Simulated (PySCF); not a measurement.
## input.py for OF

The script input.py:

```python
from pyscf import gto, scf, tdscf

mol = gto.M(
    atom='O 0 0 0; F 0 0 1.215',
    basis='6-31g',
    charge=0,
    spin=1,
    verbose=4,
)
mf = scf.UHF(mol)
mf = mf.density_fit(auxbasis='def2-universal-jkfit')
mf.kernel()
td = tdscf.TDA(mf)
td.nstates = 8
td.kernel()
td.analyze()
mf.dip_moment()
print('orbital energies (hartree):', [e[max(0, n-3):n+3].round(4) for e, n in zip(mf.mo_energy, mol.nelec)])
```

```bash
$ python input.py
```

The log (some set-up lines and the per-cycle HOMO/LUMO lines with their warnings removed):

```
PySCF version 2.14.0

[INPUT] verbose = 4
[INPUT] num. atoms = 2
[INPUT] num. electrons = 17
[INPUT] charge = 0
[INPUT] spin (= nelec alpha-beta = 2S) = 1
[INPUT] symmetry False subgroup None
[INPUT] Mole.unit = angstrom
[INPUT] Symbol           X                Y                Z      unit          X                Y                Z       unit  Magmom
[INPUT]  1 O      0.000000000000   0.000000000000   0.000000000000 AA    0.000000000000   0.000000000000   0.000000000000 Bohr   0.0
[INPUT]  2 F      0.000000000000   0.000000000000   1.215000000000 AA    0.000000000000   0.000000000000   2.296017241347 Bohr   0.0

nuclear repulsion = 31.358649536
number of shells = 10
number of NR pGTOs = 44
number of NR cGTOs = 18
basis = 6-31g
ecp = {}

******** <class 'pyscf.df.df_jk.DFUHF'> ********
method = DFUHF
initial guess = minao
damping factor = 0
level_shift factor = 0
DIIS = <class 'pyscf.scf.diis.CDIIS'>
diis_start_cycle = 1
diis_space = 8
diis_damp = 0
SCF conv_tol = 1e-09
SCF conv_tol_grad = None
SCF max_cycles = 50
direct_scf = False
number electrons alpha = 9  beta = 8
Set gradient conv threshold to 3.16228e-05
******** <class 'pyscf.df.df.DF'> ********
auxbasis = def2-universal-jkfit
init E= -174.25140597688

cycle= 1 E= -174.013895408625  delta_E= 0.238  |g|= 0.23  |ddm|= 1.21
cycle= 2 E= -174.044135618826  delta_E= -0.0302  |g|= 0.0832  |ddm|= 0.274
cycle= 3 E= -174.048490723533  delta_E= -0.00436  |g|= 0.0334  |ddm|= 0.0724
cycle= 4 E= -174.050180452676  delta_E= -0.00169  |g|= 0.0195  |ddm|= 0.0429
cycle= 5 E= -174.050754370597  delta_E= -0.000574  |g|= 0.0107  |ddm|= 0.0279
cycle= 6 E= -174.050998658601  delta_E= -0.000244  |g|= 0.00475  |ddm|= 0.0217
cycle= 7 E= -174.051043449971  delta_E= -4.48e-05  |g|= 0.00167  |ddm|= 0.0117
cycle= 8 E= -174.051049204451  delta_E= -5.75e-06  |g|= 0.000794  |ddm|= 0.00434
cycle= 9 E= -174.051051016211  delta_E= -1.81e-06  |g|= 0.000234  |ddm|= 0.00343
cycle= 10 E= -174.051051133571  delta_E= -1.17e-07  |g|= 5.54e-05  |ddm|= 0.000814
cycle= 11 E= -174.051051138017  delta_E= -4.45e-09  |g|= 1.24e-05  |ddm|= 0.000151
cycle= 12 E= -174.051051138158  delta_E= -1.41e-10  |g|= 2.04e-06  |ddm|= 2.12e-05
Extra cycle  E= -174.051051138161  delta_E= -2.98e-12  |g|= 9.56e-07  |ddm|= 2.29e-06
converged SCF energy = -174.051051138161  <S^2> = 0.7557117  2S+1 = 2.0057036

******** <class 'pyscf.tdscf.uhf.TDA'> for <class 'pyscf.df.df_jk.DFUHF'> ********
nstates = 8
deg_eia_thresh = 1.000e-03
wfnsym = None
conv_tol = 1e-05
eigh lindep = 1e-12
eigh level_shift = 0
eigh max_cycle = 100

Excitation energies (eV)
[ 0.07782629  7.65848662  8.3032097   9.54110242 10.05566303 11.0351731
 12.37651197 13.43581279]

** Excitation energies and oscillator strengths **
Excited State   1:      0.07783 eV  15930.89 nm  f=0.0000
       5b ->    9b     -0.20696
       8b ->    9b     -0.96670
       8b ->   13b     -0.13274
Excited State   2:      7.65849 eV    161.89 nm  f=0.0000
       9a ->   10a      0.70456
       9a ->   12a     -0.11919
       8b ->   10b     -0.68581
       8b ->   11b      0.12380
Excited State   3:      8.30321 eV    149.32 nm  f=0.0187
       4b ->    9b      0.11863
       6b ->    9b      0.98377
Excited State   4:      9.54110 eV    129.95 nm  f=0.0049
       9a ->   10a      0.68805
       9a ->   12a     -0.10928
       8b ->   10b      0.70466
       8b ->   11b     -0.11954
Excited State   5:     10.05566 eV    123.30 nm  f=0.0011
       8a ->   10a      0.97970
       8a ->   12a     -0.15741
Excited State   6:     11.03517 eV    112.35 nm  f=0.0186
       7a ->   10a     -0.26662
       7b ->    9b     -0.95276
Excited State   7:     12.37651 eV    100.18 nm  f=0.0000
       5b ->    9b     -0.96952
       8b ->    9b      0.21677
Excited State   8:     13.43581 eV     92.28 nm  f=0.0018
       7a ->   10a      0.66800
       7a ->   12a     -0.10366
       6b ->   10b     -0.70782
       6b ->   11b      0.12068
       7b ->    9b     -0.12742

** Transition electric dipole moments (AU) **
state          X           Y           Z        Dip. S.      Osc.
  1         0.0000      0.0000     -0.0000      0.0000      0.0000
  2         0.0003     -0.0150     -0.0000      0.0002      0.0000
  3         0.3034      0.0059     -0.0000      0.0921      0.0187
  4        -0.0028      0.1444      0.0000      0.0209      0.0049
  5         0.0657      0.0013     -0.0000      0.0043      0.0011
  6         0.0000     -0.0000      0.2623      0.0688      0.0186
  7        -0.0000      0.0000      0.0000      0.0000      0.0000
  8        -0.0000     -0.0000      0.0749      0.0056      0.0018

** Transition velocity dipole moments (imaginary part, AU) **
state          X           Y           Z        Dip. S.      Osc.
  1         0.0000      0.0000      0.0000      0.0000      0.0000
  2        -0.0001      0.0067     -0.0000      0.0000      0.0001
  3         0.1193      0.0023     -0.0000      0.0142      0.0311
  4        -0.0001      0.0068      0.0000      0.0000      0.0001
  5        -0.0110     -0.0002     -0.0000      0.0001      0.0002
  6         0.0000     -0.0000     -0.0072      0.0001      0.0001
  7        -0.0000      0.0000     -0.0000      0.0000      0.0000
  8        -0.0000     -0.0000     -0.0033      0.0000      0.0000

** Transition magnetic dipole moments (imaginary part, AU) **
state          X           Y           Z
  1        -0.0000      0.0000     -1.0011
  2         0.0485      0.0009     -0.0000
  3        -0.0208      1.0641      0.0000
  4        -0.4366     -0.0085      0.0000
  5        -0.0056      0.2843     -0.0000
  6         0.0000      0.0000     -0.0000
  7         0.0000     -0.0000      0.0029
  8         0.0000     -0.0000     -0.0000
Dipole moment(X, Y, Z, Debye): -0.00000,  0.00000, -0.15303
orbital energies (hartree): [array([-0.7758, -0.6166, -0.556 ,  0.3381,  1.0332,  1.0772]), array([-0.7449, -0.7348, -0.5148,  0.0924,  0.3768,  1.1003])]
```

In short: E(SCF) = -174.051051 Eh, 12 cycles, ⟨S²⟩ = 0.756, μz(SCF) = -0.15 D, first excitations without spin–orbit coupling 0.08, 7.66, 8.30, 9.54, 10.06 eV.

Wall time 1.3 s on one thread of a shared host.

The bond length is a typed value, not an optimised one. No search for the lowest solution was made.
